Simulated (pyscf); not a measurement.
HC≡N + H₂C=CH–CH=CH₂ -> cyclic C₅H₇N (SMILES C1=CCN=CC1), a cycloaddition (singlet surface; none broken, C–C, C–N formed). Structures and frequencies: ωB97X-D3(BJ)/def2-SVP in PySCF. Energies in kcal/mol from the separated reactants.

Small-basis levels: PySCF, no dispersion term, spherical d functions. 

Task: Quick HF/STO-3G single points give ΔE‡ = 41.4 kcal/mol and ΔE = -61.1 kcal/mol. What does ωB97M-D3(BJ)/def2-TZVP give, and how far is the quick result from it?

Result: ωB97M-D3(BJ)/def2-TZVP gives ΔE‡ = 27.6 kcal/mol and ΔE = -25.9 kcal/mol. HF/STO-3G lies 13.8 kcal/mol over it in the barrier and 35.2 kcal/mol under it in the reaction energy, so on this step it does not hold to within 3.0 kcal/mol. ωB97M-D3(BJ)/def2-TZVP has limits of its own. This is the saddle that the search found; another between the same sides may lie lower.
